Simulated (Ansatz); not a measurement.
## CH₄S, SMILES CS: the interaction energy of a dimer with the counterpoise correction

Computed with Ansatz 0.2.0, Python API.

`run_dimer.py`:
```python
'''Binding of a CH4S dimer at a trial geometry.'''

import ansatz as az

BASIS = 'cc-pVDZ'
LEVEL = 'MP2'

FIRST = [
    ('C', (-0.1476, -0.2922, -0.3836)),
    ('S', (0.5664, 0.0454, 1.257)),
    ('H', (-1.1777, 0.0508, -0.4129)),
    ('H', (-0.1116, -1.3687, -0.5177)),
    ('H', (0.4464, 0.1967, -1.1499)),
    ('H', (0.4241, 1.3681, 1.2072)),
]
SECOND = [
    ('C', (2.6619, 3.1809, -3.6648)),
    ('S', (2.5066, 2.7396, -1.9051)),
    ('H', (2.8356, 2.285, -4.2536)),
    ('H', (3.5171, 3.8451, -3.7398)),
    ('H', (1.7639, 3.6944, -3.9949)),
    ('H', (1.441, 1.9543, -2.0464)),
]

def energy(atoms, ghosts=()):
    molecule = az.Crystal.molecule()
    for symbol, xyz in atoms:
        molecule = molecule.atom(symbol, xyz)
    calc = (
        molecule.calculation()
        .basis(gaussian=BASIS)
        .correlation(LEVEL)
    )
    deck = calc.input()
    if ghosts:
        deck = deck.set(az.key.basis.gaussian.ghost_atoms, [{'symbol': s, 'position_ang': list(xyz)} for s, xyz in ghosts])
    return az.Session.from_dict(deck).plan().execute().report['free_energy_ev']

# monomers in their own basis and in the basis of the dimer
both = energy(FIRST + SECOND)
alone = energy(FIRST) + energy(SECOND)
ghosted = energy(FIRST, SECOND) + energy(SECOND, FIRST)
print(f'dimer {both:.6f} eV')
print(f'interaction, uncorrected   {23.060548 * (both - alone):8.3f} kcal/mol')
print(f'interaction, counterpoise  {23.060548 * (both - ghosted):8.3f} kcal/mol')
print(f'basis-set superposition    {23.060548 * (alone - ghosted):8.3f} kcal/mol')
```

```console
$ python run_dimer.py
dimer -23837.783254 eV
interaction, uncorrected     -0.261 kcal/mol
interaction, counterpoise     0.219 kcal/mol
basis-set superposition       0.480 kcal/mol
```

Uncorrected it is -0.261 kcal/mol, with the counterpoise correction 0.219 kcal/mol; the difference, 0.480 kcal/mol, is the superposition error. The sign changes with the correction, so this basis doesn't settle it.

Reading the output:
- Total energies depend on the basis set; only differences at equal settings carry meaning.
- The dimer is a generated trial pose of unrelaxed monomers, not a minimum, so the figure is no binding energy, and the basis set is small.
- Timing: 3.9 s on 1 thread of Arm Neoverse V2, with other jobs on the host, peak memory 0.22 GiB.
